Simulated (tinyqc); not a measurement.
Inside a calculation. Method: G0W0 on RHF in the sto-3g basis, for H2O, spin multiplicity 1. One step of it, computed by the program tinyqc.

Task: G0W0 on Hartree-Fock: HOMO. W(p,q,m) = sqrt2 sum_ia (pq|ia) (X+Y)_ia,m; Sigma_c(x) = sum_(i,m) W^2/(x - e_i + w_m) + sum_(a,m) W^2/(x - e_a - w_m); solve x = e_p + Sigma_c(x) by Newton steps; Z = 1/(1 - dSigma/dx); 1 hartree = 27.211386 eV.

orbital energies (hartree): MO1 -20.263084, MO2 -1.224390, MO3 -0.555948, MO4 -0.448360, MO5 -0.390534, MO6 0.499006, MO7 0.618347

Two-electron integrals over orbitals (pq|rs), unique and non-zero (hartree):
```
(11|11) 4.746299    (21|11) -0.425154   (21|21) 0.060289    (22|11) 1.014958
(22|21) -0.014554   (22|22) 0.724908    (31|11) 0.027272    (31|21) -0.003369
(31|22) 0.002656    (31|31) 0.011155    (32|11) -0.016643   (32|21) 0.001536
(32|22) 0.006568    (32|31) 0.017154    (32|32) 0.133938    (33|11) 0.778277
(33|21) -0.004826   (33|22) 0.625491    (33|31) -0.000736   (33|32) -0.001607
(33|33) 0.606413    (41|11) 0.172279    (41|21) -0.022285   (41|22) 0.013410
(41|31) 0.002036    (41|32) 0.000203    (41|33) 0.005778    (41|41) 0.024874
(42|11) -0.145611   (42|21) 0.008424    (42|22) -0.017401   (42|31) 0.000061
(42|32) 0.002983    (42|33) 0.003097    (42|41) 0.017954    (42|42) 0.127947
(43|11) 0.028410    (43|21) -0.001034   (43|22) 0.011239    (43|31) -0.002975
(43|32) 0.024032    (43|33) 0.008177    (43|41) -0.001525   (43|42) -0.014063
(43|43) 0.054925    (44|11) 0.941893    (44|21) -0.011653   (44|22) 0.660501
(44|31) -0.000082   (44|32) -0.014306   (44|33) 0.574795    (44|41) -0.008985
(44|42) -0.094067   (44|43) 0.010623    (44|44) 0.713925    (51|51) 0.025981
(52|51) 0.032979    (52|52) 0.148519    (53|51) -0.002018   (53|52) -0.007125
(53|53) 0.027726    (54|51) -0.012470   (54|52) -0.045425   (54|53) 0.003861
(54|54) 0.050047    (55|11) 1.115353    (55|21) -0.012004   (55|22) 0.751995
(55|31) 0.000764    (55|32) -0.008514   (55|33) 0.612125    (55|41) 0.004843
(55|42) -0.078685   (55|43) 0.016161    (55|44) 0.695652    (55|55) 0.880159
(61|11) 0.192650    (61|21) -0.029206   (61|22) 0.001510    (61|31) 0.004834
(61|32) 0.004475    (61|33) -0.000976   (61|41) -0.002538   (61|42) -0.020360
(61|43) 0.000910    (61|44) 0.015907    (61|55) 0.005181    (61|61) 0.026208
(62|11) -0.258698   (62|21) 0.005742    (62|22) -0.126347   (62|31) 0.002687
(62|32) 0.016685    (62|33) -0.068587   (62|41) -0.017994   (62|42) -0.030180
(62|43) -0.008610   (62|44) -0.060432   (62|55) -0.136320   (62|61) 0.010836
(62|62) 0.093019    (63|11) 0.099045    (63|21) -0.002019   (63|22) 0.046502
(63|31) -0.002992   (63|32) 0.029156    (63|33) 0.030475    (63|41) 0.000649
(63|42) -0.020528   (63|43) 0.035099    (63|44) 0.029459    (63|55) 0.055302
(63|61) 0.000115    (63|62) -0.025502   (63|63) 0.074932    (64|11) -0.259768
(64|21) 0.003359    (64|22) -0.120160   (64|31) -0.002460   (64|32) -0.019118
(64|33) -0.049875   (64|41) -0.000573   (64|42) 0.050449    (64|43) -0.017222
(64|44) -0.127444   (64|55) -0.143136   (64|61) -0.002980   (64|62) 0.053436
(64|63) -0.044536   (64|64) 0.099754    (65|51) -0.012766   (65|52) -0.049487
(65|53) 0.008309    (65|54) -0.004677   (65|65) 0.034235    (66|11) 0.795021
(66|21) -0.007546   (66|22) 0.598216    (66|31) -0.002657   (66|32) -0.044706
(66|33) 0.556333    (66|41) 0.017399    (66|42) 0.045992    (66|43) -0.032298
(66|44) 0.556147    (66|55) 0.584518    (66|61) -0.009270   (66|62) -0.087981
(66|63) -0.018676   (66|64) -0.037099   (66|66) 0.617031    (71|11) 0.070306
(71|21) -0.011011   (71|22) -0.000564   (71|31) -0.013571   (71|32) -0.021359
(71|33) 0.001725    (71|41) 0.000900    (71|42) -0.004716   (71|43) 0.004387
(71|44) 0.004601    (71|55) 0.001834    (71|61) 0.002952    (71|62) -0.002724
(71|63) 0.003867    (71|64) 0.002280    (71|66) 0.003288    (71|71) 0.020675
(72|11) -0.098924   (72|21) 0.001959    (72|22) -0.047931   (72|31) -0.014360
(72|32) -0.046739   (72|33) -0.016159   (72|41) -0.004418   (72|42) -0.000142
(72|43) 0.030397    (72|44) -0.030757   (72|55) -0.051039   (72|61) -0.002816
(72|62) 0.010939    (72|63) 0.023014    (72|64) 0.022801    (72|66) -0.032972
(72|71) 0.017573    (72|72) 0.070465    (73|11) -0.351784   (73|21) 0.006798
(73|22) -0.147126   (73|31) 0.000023    (73|32) 0.025686    (73|33) -0.085433
(73|41) 0.000532    (73|42) 0.075737    (73|43) -0.000361   (73|44) -0.139349
(73|55) -0.189765   (73|61) -0.005551   (73|62) 0.060994    (73|63) -0.019218
(73|64) 0.086031    (73|66) -0.057218   (73|71) -0.002221   (73|72) 0.031724
(73|73) 0.154248    (74|11) -0.043004   (74|21) 0.000558    (74|22) -0.015182
(74|31) 0.008320    (74|32) 0.071050    (74|33) -0.009267   (74|41) -0.001168
(74|42) 0.001467    (74|43) 0.006915    (74|44) -0.025961   (74|55) -0.022656
(74|61) 0.003442    (74|62) 0.017933    (74|63) 0.039892    (74|64) -0.006429
(74|66) -0.041626   (74|71) -0.010642   (74|72) -0.011043   (74|73) 0.033194
(74|74) 0.066321    (75|51) -0.004627   (75|52) -0.018115   (75|53) -0.022106
(75|54) 0.001485    (75|65) 0.003422    (75|75) 0.025772    (76|11) -0.006616
(76|21) 0.000402    (76|22) 0.005366    (76|31) 0.006654    (76|32) 0.072824
(76|33) -0.004168   (76|41) 0.003982    (76|42) 0.014682    (76|43) 0.047361
(76|44) -0.017068   (76|55) -0.004127   (76|61) -0.001176   (76|62) -0.009449
(76|63) 0.044990    (76|64) -0.020964   (76|66) -0.042175   (76|71) -0.008891
(76|72) 0.004218    (76|73) 0.030546    (76|74) 0.044001    (76|76) 0.081765
(77|11) 0.838516    (77|21) -0.008646   (77|22) 0.614805    (77|31) 0.005717
(77|32) 0.052148    (77|33) 0.589897    (77|41) 0.005047    (77|42) -0.013007
(77|43) 0.035663    (77|44) 0.574484    (77|55) 0.609592    (77|61) 0.004276
(77|62) -0.060842   (77|63) 0.059248    (77|64) -0.063084   (77|66) 0.525497
(77|71) -0.005259   (77|72) -0.019850   (77|73) -0.070183   (77|74) 0.026913
(77|76) 0.043897    (77|77) 0.631298
```

excitation energies w (hartree): 0.955140  1.036870  1.059550  1.102711  1.279477  1.459186  1.921897  2.000895  20.814125  20.923072

X + Y:
```
             1          2         3          4          5          6          7          8
1>6   0.000000   0.000259  0.000000  -0.000470  -0.000537   0.001507  -0.001795  -0.000137
1>7   0.000000  -0.000646  0.000000   0.001446   0.000999   0.000693   0.002053  -0.002660
2>6   0.000000  -0.048322  0.000000  -0.064044   0.040422  -0.302475   0.820963   0.377763
2>7   0.000000  -0.049158  0.000000   0.071596  -0.019848  -0.099801  -0.434402   0.853292
3>6   0.000000   0.387236  0.000000  -0.580754   0.627848  -0.100641  -0.065785   0.007001
3>7   0.000000  -0.276661  0.000000  -0.257813   0.097848   0.801018   0.133974   0.138953
4>6   0.000000   0.845404  0.000000   0.175770  -0.227717   0.241058   0.075499   0.071203
4>7   0.000000  -0.006332  0.000000   0.725015   0.605637   0.100593   0.039103   0.002995
5>6   0.963206   0.000000  0.056590   0.000000   0.000000   0.000000   0.000000   0.000000
5>7  -0.063475   0.000000  0.973933   0.000000   0.000000   0.000000   0.000000   0.000000

             9         10
1>6   0.997285   0.053913
1>7  -0.054209   0.997540
2>6   0.000176  -0.000034
2>7  -0.000065   0.000295
3>6  -0.000001   0.000037
3>7  -0.000059  -0.000027
4>6  -0.000027   0.000018
4>7   0.000040  -0.000102
5>6   0.000000   0.000000
5>7   0.000000   0.000000
```

Give: The 12 largest terms at x = e_p; Newton steps; quasiparticle energy of the HOMO; Hartree-Fock value.

Result:

The 12 largest terms at x = e_p (hartree; W for the signs of X + Y given):

| q | m | W | term |
|---|---|---|---|
| 5 | 6 | -0.2093 | 0.0300 |
| 5 | 7 | -0.1846 | 0.0177 |
| 5 | 8 | -0.1857 | 0.0172 |
| 5 | 2 | -0.0535 | 0.0028 |
| 2 | 1 | -0.0658 | 0.0024 |
| 5 | 5 | 0.0432 | 0.0015 |
| 6 | 1 | 0.0463 | -0.0012 |
| 3 | 3 | -0.0298 | 0.0007 |
| 5 | 4 | -0.0279 | 0.0007 |
| 7 | 3 | 0.0358 | -0.0006 |
| 2 | 3 | -0.0289 | 4.41e-04 |
| 3 | 1 | 0.0133 | 1.58e-04 |

Newton steps (hartree):

| step | x | Sigma_c(x) | Z |
|---|---|---|---|
| 0 | -0.3905 | 0.0719 | 0.9559 |
| 1 | -0.3218 | 0.0689 | 0.9592 |
| 2 | -0.3217 | 0.0688 | 0.9592 |
| 3 | -0.3217 | 0.0688 | 0.9592 |

quasiparticle energy of the HOMO = -8.7535 eV

Hartree-Fock value = -10.6270 eV
